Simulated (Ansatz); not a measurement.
**Worked example: vertical ionisation energy of CO2 (carbon dioxide)**

CO2: 3 atoms, total charge 0, spin state singlet. As SMILES, `O=C=O`. Geometry: relaxed at GFN2-xTB.

```xyz
3

O     0.3674   -1.0795    0.0872
C     0.0002    0.0001    0.0001
O    -0.3675    1.0794   -0.0873
```

Both states at this one shape; open shells run unrestricted unless said. 1 Eh = 27.2114 eV.

```tsv
level	program	singlet CO2 (Eh)	doublet [CO2]+ (Eh)
SVWN5/STO-3G	Ansatz	-184.552735	-184.122670
r2SCAN0/STO-3G	Ansatz	-185.888251	-185.467754
HSE06/STO-3G	Ansatz	-185.788921	-185.367771
CCSDTQ/STO-3G, 3 core orbitals frozen	Ansatz	-185.263983	-184.898638
```

Work out the vertical ionisation energy at each level.


1. SVWN5/STO-3G: -184.122670 − (-184.552735) = 0.430065 Eh = 11.70 eV.
2. r2SCAN0/STO-3G: -185.467754 − (-185.888251) = 0.420497 Eh = 11.44 eV.
3. HSE06/STO-3G: -185.367771 − (-185.788921) = 0.421150 Eh = 11.46 eV.
4. CCSDTQ/STO-3G: -184.898638 − (-185.263983) = 0.365345 Eh = 9.94 eV.

No measured value is set beside it here; the levels span 9.94 to 11.70 eV. Minimal sets are far from the basis-set limit. The reference of the second state is spin-contaminated at CCSDTQ/STO-3G (⟨S²⟩ = 0.95).
